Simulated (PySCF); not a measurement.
methanidylidynesulfanium (CS), SMILES [C-]#[S+]. Atoms are numbered in the order given.

```xyz
2

C      0.0000     0.0000    -1.1122
S      0.0000     0.0000     0.4171
```

Geometry: PBE0-D3(BJ)/def2-TZVPD.

Computed with TDA-ωB97X/def2-TZVPD run with PySCF.

Vertical excitations; the highest root listed may be one member of a degenerate set. Isolated molecule, no solvent. State labels are in the subgroup C2v.

Task: Give excitation energies, oscillator strengths and character. (Estimate from the structure and the level; the computed values follow.)

Result: 
```
state  symmetry  energy (eV)  λ (nm)      f                                                              main pairs
-----  --------  -----------  ------  -----  ----------------------------------------------------------------------
S1           B1         5.02     247  0.009                                              HOMO→LUMO (degenerate set)
S2           B2         5.02     247  0.009                                            HOMO→LUMO+1 (degenerate set)
S3           A2         5.30     234  0.000                                    HOMO−1→LUMO 49 %, HOMO−2→LUMO+1 49 %
S4           A2         5.64     220  0.000                             HOMO−2→LUMO+1, HOMO−1→LUMO (degenerate set)
S5           A1         5.64     220  0.000                             HOMO−2→LUMO, HOMO−1→LUMO+1 (degenerate set)
S6           A1         8.69     143  0.008  HOMO→LUMO+5 38 %, HOMO→LUMO+7 20 %, HOMO→LUMO+2 13 %, HOMO−2→LUMO 12 %
S7           A1         9.23     134  0.286                  HOMO→LUMO+5 56 %, HOMO−2→LUMO 14 %, HOMO−1→LUMO+1 14 %
S8           B2         9.67     128  0.166                                          HOMO−1→LUMO+5 (degenerate set)
S9           B1         9.67     128  0.166                                          HOMO−2→LUMO+5 (degenerate set)
S10          B2         9.82     126  0.029                                                        HOMO→LUMO+4 84 %
T1           B2         3.48     357      0                                            HOMO→LUMO+1 (degenerate set)
T2           B1         3.48     357      0                                              HOMO→LUMO (degenerate set)
T3           A1         4.24     293      0                                    HOMO−1→LUMO+1 49 %, HOMO−2→LUMO 49 %
T4           A2         4.73     262      0                                    HOMO−1→LUMO 49 %, HOMO−2→LUMO+1 49 %
```
Triplets are in the Tamm–Dancoff approximation.
